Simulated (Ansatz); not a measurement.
System: CsCl-type TlCl. Method: PBEsol in Ansatz (PAW).

Run with plane-wave cutoff 520 eV, 6×6×6 k mesh, scalar-relativistic PAW data made under PBE.

Computed at the level's own relaxed cell.

```
CELL_PARAMETERS angstrom
      3.76964     0.00000     0.00000
      0.00000     3.76964     0.00000
      0.00000     0.00000     3.76964
ATOMIC_POSITIONS crystal
  Tl 0.00000 0.00000 0.00000
  Cl 0.50000 0.50000 0.50000
```

**Question.** Give the elastic tensor (Voigt notation, GPa, ions relaxed, in the Cartesian axes of the cell as printed).

**Answer.** 
```
   47.7    21.2    21.2     0.0     0.0     0.0
   21.2    47.7    21.2     0.0     0.0     0.0
   21.2    21.2    47.7     0.0     0.0     0.0
    0.0     0.0     0.0    10.7     0.0     0.0
    0.0     0.0     0.0     0.0    10.7     0.0
    0.0     0.0     0.0     0.0     0.0    10.7
```

Spin–orbit coupling is not included; it can shift volumes and moduli of such heavy elements.

Computed values are for the static lattice.

Ansatz is an electronic-structure program.
